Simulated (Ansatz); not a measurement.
Scan of H₂Cl, doublet: collinear Cl-H-H surface. Scanned: Cl-H distance and H-H distance.

Cartesian coordinates as functions of the variables (Å; names that start with a are angles):
```
Cl  0  0  -r1
H  0  0  0
H  0  0  r2
```

Computed with unrestricted PBE0/cc-pVDZ run with Ansatz (an electronic-structure program).

Energy in kJ/mol above the lowest grid point; x is the Cl-H distance (Å), y the H-H distance (Å).

```
y \ x   1.09   1.20   1.29   1.36  1.50   1.66   1.79   1.92   2.12   2.39   2.74   3.24   3.71
-----  -----  -----  -----  -----  ----  -----  -----  -----  -----  -----  -----  -----  -----
2.15    94.9   16.1    0.0    5.9  45.6  112.0  170.2  226.5  299.1  355.8  389.1  405.9  410.2
1.84    98.3   18.1    0.7    5.6  43.1  106.6  161.9  214.2  278.8  330.4  361.4  376.9  380.8
1.55   107.1   23.4    3.1    5.6  37.8   94.1  142.1  185.3  235.5  274.8  298.0  308.9  310.9
1.40   116.0   28.9    5.6    5.7  32.5   81.6  122.5  158.0  197.5  226.7  241.9  246.4  247.4
1.21   134.9   40.7   11.2    6.1  21.8   56.4   84.7  108.1  132.6  148.9  156.6  158.0  158.9
1.09   154.2   53.0   17.5    7.5  12.9   35.5   54.6   70.2   86.0   96.3  101.1  101.6  102.3
1      175.0   66.7   25.4   10.8   6.9   19.4   31.5   41.7   52.1   58.8   61.8   61.7   62.4
0.95   189.9   77.0   31.8   14.3   4.8   11.5   19.9   27.3   35.0   39.9   42.1   41.8   42.4
0.87   220.8   99.3   47.3   24.6   5.4    2.9    5.7    9.0   12.7   15.2   16.3   15.6   16.0
0.81   251.9  123.0   65.2   38.3  11.6    2.4    1.2    1.7    2.8    3.6    3.9    3.0    3.4
0.74   300.9  162.2   97.0   64.9  29.2   12.4    6.9    4.5    2.9    1.9    1.5    0.3    0.6
0.67   369.8  220.2  147.1  109.5  64.9   40.9   31.4   26.3   22.2   19.6   18.5   17.2   17.4
0.63   422.1  265.7  187.9  147.1  97.3   69.3   57.7   51.1   45.8   42.4   40.9   39.5   39.7
```

Points that lie below all their neighbours on the grid: x = 1.29, y = 2.15 on the edge of the grid (0.0 kJ/mol); x = 3.24, y = 0.74 (0.3 kJ/mol); x = 1.79, y = 0.81 (1.2 kJ/mol). The lowest path on the grid from the first to the second passes x = 1.36, y = 1.09 at 7.5 kJ/mol.
